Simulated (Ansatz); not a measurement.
This geometry of BFH₄O (7 atoms, charge 0, multiplicity 1) is a first-order saddle point.

Theory: Ansatz 0.2.0, RKS B3LYP/cc-pVDZ.

```xyz
7
Properties=species:S:1:pos:R:3
B 0.067 -0.268 -0.087
F -0.052 0.108 1.557
H 1.132 0.154 -0.445
H -0.973 0.046 -0.606
O 0.137 -1.711 0.376
H -0.696 -2.176 0.207
H 0.028 -1.007 1.442
```

Task: Which two structures does it join? (They come from a converged band through this point; their orientation in space is the band's.)

Result: Bonds broken: B1–F2, O5–H7. Bonds formed: F2–H7. BFH4O becomes BH3O + FH.

First end point:

```xyz
7
Properties=species:S:1:pos:R:3
B -0.005 0.011 0.052
F -0.376 0.493 1.300
H 1.158 0.186 -0.249
H -0.871 0.046 -0.799
O 0.027 -1.737 0.357
H -0.871 -1.988 0.635
H 0.580 -1.865 1.149
```

Last end point:

```xyz
7
Properties=species:S:1:pos:R:3
B -0.146 -0.312 -0.602
F 0.858 -0.584 2.632
H 0.578 0.598 -0.305
H -0.647 -0.450 -1.690
O -0.392 -1.227 0.380
H -0.977 -1.953 0.121
H 0.368 -0.926 1.909
```

Task: How far does it lie above each of them?

Result: 0.81 eV above the first and 0.55 eV above the second. This is the barrier of this one path; another mechanism may lie lower. The orbitals stay closed-shell, which can raise the energy where a bond breaks towards radicals; this wasn't checked here.

Run time: 40 s on 1 thread of AMD EPYC 9R45 96-Core Processor (Zen 5), with other jobs on the host, peak memory 0.13 GiB.
